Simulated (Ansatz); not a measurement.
Nudged elastic band run: ClH₇Si₂

The input (input.yaml):

```yaml
crystal:
  periodic: [false, false, false]
  atoms:
    - { symbol: Si, position_ang: [-0.545947, -0.863241, -0.357482] }
    - { symbol: H, position_ang: [-0.748136, -1.257797, 1.048061] }
    - { symbol: H, position_ang: [0.888586, -0.874018, -0.696837] }
    - { symbol: Cl, position_ang: [-1.270873, 1.068109, -0.608963] }
    - { symbol: H, position_ang: [-1.294606, -1.760335, -1.255563] }
    - { symbol: Si, position_ang: [1.467074, 3.03356, 1.503128] }
    - { symbol: H, position_ang: [2.497159, 3.705575, 2.331926] }
    - { symbol: H, position_ang: [1.860253, 3.111645, 0.077775] }
    - { symbol: H, position_ang: [0.16154, 3.702239, 1.707639] }
    - { symbol: H, position_ang: [1.37115, 1.611665, 1.914615] }
basis:
  gaussian: { orbitals: def2-SVP }
hamiltonian:
  xc: hf
neb:
  order_check: false
  images: 5
  f_tol: 0.05
  max_iterations: 60
  final_atoms:
    - { symbol: Si, position_ang: [0.16819369, 0.61252825, -0.8253771] }
    - { symbol: H, position_ang: [-0.14983338, -0.61640597, 3.59212835] }
    - { symbol: H, position_ang: [1.18686804, 0.07849429, -1.75242316] }
    - { symbol: Cl, position_ang: [-1.41939406, 1.34399698, -1.96719676] }
    - { symbol: H, position_ang: [-0.34587579, -0.4908999, 0.01133734] }
    - { symbol: Si, position_ang: [1.01664229, 2.38905491, 0.48157678] }
    - { symbol: H, position_ang: [2.13823158, 1.90334715, 1.32277708] }
    - { symbol: H, position_ang: [1.50501589, 3.4654865, -0.4112134] }
    - { symbol: H, position_ang: [-0.05838182, 2.91651368, 1.3536438] }
    - { symbol: H, position_ang: [0.34473357, -0.12471389, 3.85904607] }
  initial_path:
    images:
      - { positions_ang: [[-0.545947, -0.863241, -0.357482], [-0.748136, -1.257797, 1.048061], [0.888586, -0.874018, -0.696837], [-1.270873, 1.068109, -0.608963], [-1.294606, -1.760335, -1.255563], [1.467074, 3.03356, 1.503128], [2.497159, 3.705575, 2.331926], [1.860253, 3.111645, 0.077775], [0.16154, 3.702239, 1.707639], [1.37115, 1.611665, 1.914615]] }
      - { positions_ang: [[-0.36756248, -0.57051636, -0.24538911], [-0.50787647, -0.84260773, 1.29487969], [1.04914529, -0.58174453, -0.62956467], [-1.1749402, 1.30456055, -0.64366138], [-1.09993615, -1.55996151, -1.0142108], [1.29711668, 2.75107756, 1.27374086], [2.36113312, 3.10655938, 2.11941568], [1.70953902, 3.07027794, -0.05450178], [0.08637073, 3.44220726, 1.65665305], [1.03321046, 1.35754943, 1.90693746]] }
      - { positions_ang: [[-0.18917796, -0.27779171, -0.13329622], [-0.26761695, -0.42741846, 1.54169837], [1.20970458, -0.28947106, -0.56229233], [-1.07900741, 1.54101211, -0.67835977], [-0.90526629, -1.35958801, -0.77285859], [1.12715936, 2.46859512, 1.04435371], [2.22510724, 2.50754376, 1.90690537], [1.55882505, 3.02891087, -0.18677857], [0.01120146, 3.18217553, 1.60566709], [0.69527093, 1.10343386, 1.89925993]] }
      - { positions_ang: [[-0.01079344, 0.01493293, -0.02120332], [-0.02735742, -0.01222919, 1.78851706], [1.37026387, 0.0028024, -0.49502], [-0.98307461, 1.77746366, -0.71305815], [-0.71059644, -1.15921452, -0.53150639], [0.95720204, 2.18611268, 0.81496657], [2.08908136, 1.90852814, 1.69439505], [1.40811107, 2.98754381, -0.31905535], [-0.06396781, 2.92214379, 1.55468114], [0.35733139, 0.84931829, 1.89158239]] }
      - { positions_ang: [[0.04886893, 0.21413137, -0.28926125], [-0.06818274, -0.21362145, 2.38972082], [1.30913192, 0.02803303, -0.91415438], [-1.12851443, 1.63297477, -1.13110435], [-0.58902289, -0.93644298, -0.35055848], [0.97701546, 2.25376009, 0.70383664], [2.10546477, 1.90680114, 1.57052239], [1.44041267, 3.14685804, -0.3497747], [-0.06210581, 2.92026709, 1.48766869], [0.35313212, 0.5246409, 2.54740362]] }
      - { positions_ang: [[0.10853131, 0.41332981, -0.55731917], [-0.10900806, -0.41501371, 2.99092458], [1.24799998, 0.05326366, -1.33328877], [-1.27395424, 1.48848587, -1.54915055], [-0.46744934, -0.71367144, -0.16961057], [0.99682887, 2.3214075, 0.59270671], [2.12184817, 1.90507415, 1.44664974], [1.47271428, 3.30617227, -0.38049405], [-0.06024382, 2.91839038, 1.42065625], [0.34893285, 0.1999635, 3.20322484]] }
      - { positions_ang: [[0.16819369, 0.61252825, -0.8253771], [-0.14983338, -0.61640597, 3.59212835], [1.18686804, 0.07849429, -1.75242316], [-1.41939406, 1.34399698, -1.96719676], [-0.34587579, -0.4908999, 0.01133734], [1.01664229, 2.38905491, 0.48157678], [2.13823158, 1.90334715, 1.32277708], [1.50501589, 3.4654865, -0.4112134], [-0.05838182, 2.91651368, 1.3536438], [0.34473357, -0.12471389, 3.85904607]] }
```

Run as:

```bash
$ ansatz run input.yaml --threads 1 --pin off --max-ram 2048MiB --backend cpu --events-out ev --progress --plain --runs-dir out
```

Output, in part (warnings, iteration lines, the closing report on the highest movable image, with atoms numbered from 0):

```
NEB end point (image 0): max|allowed force component| = 2.607e-2 eV/Å (the criterion of neb.relax_end_points is 1.000e-2)
NEB end point (image 6): max|allowed force component| = 1.125e-2 eV/Å (the criterion of neb.relax_end_points is 1.000e-2)
NEB iter   1: max|band force component| = 4.967e0 eV/Å  barrier→ = 7.6374 eV  barrier← = 7.0211 eV  Δτ_max = 0.2000 Å  (184 SCF iters)
NEB iter   2: max|band force component| = 2.164e0 eV/Å  barrier→ = 5.5166 eV  barrier← = 4.9002 eV  Δτ_max = 0.1993 Å  (126 SCF iters)
NEB iter   3: max|band force component| = 1.811e0 eV/Å  barrier→ = 4.8172 eV  barrier← = 4.2009 eV  Δτ_max = 0.2000 Å  (114 SCF iters)
NEB iter   4: max|band force component| = 9.173e-1 eV/Å  barrier→ = 4.4256 eV  barrier← = 3.8092 eV  Δτ_max = 0.1963 Å  (111 SCF iters)
NEB iter   5: max|band force component| = 9.152e-1 eV/Å  barrier→ = 4.1023 eV  barrier← = 3.4860 eV  Δτ_max = 0.1968 Å  (110 SCF iters)
NEB iter   6: max|band force component| = 9.255e-1 eV/Å  barrier→ = 3.5979 eV  barrier← = 2.9816 eV  Δτ_max = 0.0995 Å  (111 SCF iters)
NEB iter   7: max|band force component| = 7.788e-1 eV/Å  barrier→ = 3.2835 eV  barrier← = 2.6672 eV  Δτ_max = 0.0996 Å  (104 SCF iters)
NEB iter   8: max|band force component| = 5.683e-1 eV/Å  barrier→ = 3.1541 eV  barrier← = 2.5378 eV  Δτ_max = 0.1005 Å  (102 SCF iters)
NEB iter   9: max|band force component| = 1.333e0 eV/Å  barrier→ = 3.1368 eV  barrier← = 2.5205 eV  CI = image 3  Δτ_max = 0.1912 Å  (104 SCF iters)
NEB iter  10: max|band force component| = 1.824e0 eV/Å  barrier→ = 3.6530 eV  barrier← = 3.0367 eV  CI = image 3  Δτ_max = 0.1965 Å  (108 SCF iters)
NEB iter  11: max|band force component| = 1.845e0 eV/Å  barrier→ = 4.1463 eV  barrier← = 3.5299 eV  CI = image 3  Δτ_max = 0.1995 Å  (109 SCF iters)
NEB iter  12: max|band force component| = 1.488e0 eV/Å  barrier→ = 4.4068 eV  barrier← = 3.7904 eV  CI = image 3  Δτ_max = 0.1855 Å  (109 SCF iters)
NEB iter  13: max|band force component| = 1.099e0 eV/Å  barrier→ = 4.2865 eV  barrier← = 3.6702 eV  CI = image 3  Δτ_max = 0.1225 Å  (110 SCF iters)
NEB iter  14: max|band force component| = 7.698e-1 eV/Å  barrier→ = 4.1424 eV  barrier← = 3.5261 eV  CI = image 3  Δτ_max = 0.2000 Å  (108 SCF iters)
NEB iter  15: max|band force component| = 5.160e-1 eV/Å  barrier→ = 4.0464 eV  barrier← = 3.4300 eV  CI = image 3  Δτ_max = 0.2000 Å  (110 SCF iters)
NEB iter  16: max|band force component| = 3.700e-1 eV/Å  barrier→ = 3.9903 eV  barrier← = 3.3740 eV  CI = image 3  Δτ_max = 0.1829 Å  (109 SCF iters)
NEB iter  17: max|band force component| = 3.820e-1 eV/Å  barrier→ = 3.9703 eV  barrier← = 3.3540 eV  CI = image 3  Δτ_max = 0.0925 Å  (106 SCF iters)
NEB iter  18: max|band force component| = 2.746e-1 eV/Å  barrier→ = 3.9644 eV  barrier← = 3.3480 eV  CI = image 3  Δτ_max = 0.0926 Å  (105 SCF iters)
NEB iter  19: max|band force component| = 1.480e-1 eV/Å  barrier→ = 3.9613 eV  barrier← = 3.3450 eV  CI = image 3  Δτ_max = 0.0926 Å  (106 SCF iters)
NEB iter  20: max|band force component| = 9.166e-2 eV/Å  barrier→ = 3.9604 eV  barrier← = 3.3441 eV  CI = image 3  Δτ_max = 0.0849 Å  (108 SCF iters)
NEB iter  21: max|band force component| = 7.746e-2 eV/Å  barrier→ = 3.9601 eV  barrier← = 3.3437 eV  CI = image 3  Δτ_max = 0.0595 Å  (111 SCF iters)
NEB iter  22: max|band force component| = 6.060e-2 eV/Å  barrier→ = 3.9601 eV  barrier← = 3.3437 eV  CI = image 3  Δτ_max = 0.0435 Å  (110 SCF iters)
NEB iter  23: max|band force component| = 4.995e-2 eV/Å  barrier→ = 3.9600 eV  barrier← = 3.3437 eV  CI = image 3  Δτ_max = 0.0000 Å  (250 SCF iters)
Total energy: -28326.85799694 eV, -1040.9928307536 hartree
Atom 0 at    -0.016975     0.133339     0.016669 Å, force     0.006843     0.012722     0.003666 eV/Å
Atom 1 at     0.793378    -0.612827     1.291485 Å, force    -0.004607     0.006426    -0.009680 eV/Å
Atom 2 at     0.936118    -0.511382    -0.889777 Å, force     0.000595     0.004941     0.003280 eV/Å
Atom 3 at    -0.890861     1.521859    -1.428219 Å, force     0.005402    -0.013569     0.012819 eV/Å
Atom 4 at    -1.269210    -0.330211     0.618491 Å, force     0.000101     0.002696     0.001682 eV/Å
Atom 5 at     0.904644     2.374793     1.105469 Å, force    -0.008485    -0.010485     0.002384 eV/Å
Atom 6 at     1.744062     2.324715     2.327234 Å, force    -0.001046     0.000204    -0.000234 eV/Å
Atom 7 at     1.671992     2.932877    -0.018944 Å, force     0.005247     0.000561    -0.003973 eV/Å
Atom 8 at    -0.355707     3.083170     1.380978 Å, force     0.001650     0.000515    -0.000749 eV/Å
Atom 9 at     0.868758     0.561069     1.260913 Å, force    -0.005700    -0.004011    -0.009196 eV/Å
Dipole moment:     0.293770    -0.015256     0.431400 e Å
```

The forces met the threshold. Neighbouring images differ by up to 3.3 eV, so the band resolves the path poorly. A vibrational analysis at the climbing image gives one clearly imaginary mode, 1708i cm⁻¹: a first-order saddle point. The orbitals stay closed-shell, which can raise the energy where a bond breaks towards radicals; this wasn't checked here.

Final band (atoms are numbered from 1 in the order of the input):

```csv
image,path coordinate (Å),energy (eV),Si1–H2 (Å),Si6–H10 (Å),Si1–Si6 (Å)
0,0.00,0.00,1.47,1.48,4.76
1,1.79,0.01,1.47,1.48,4.57
2,3.58,0.66,1.47,1.46,3.71
3,5.37,3.96,1.68,1.82,2.66
4,7.34,0.67,3.04,3.25,2.37
5,9.32,0.62,4.38,4.32,2.36
6,11.29,0.62,4.60,4.26,2.36
```

Time of the run: 2.6 min on 1 thread of Arm Neoverse V2, with other jobs on the host, peak memory 0.17 GiB.
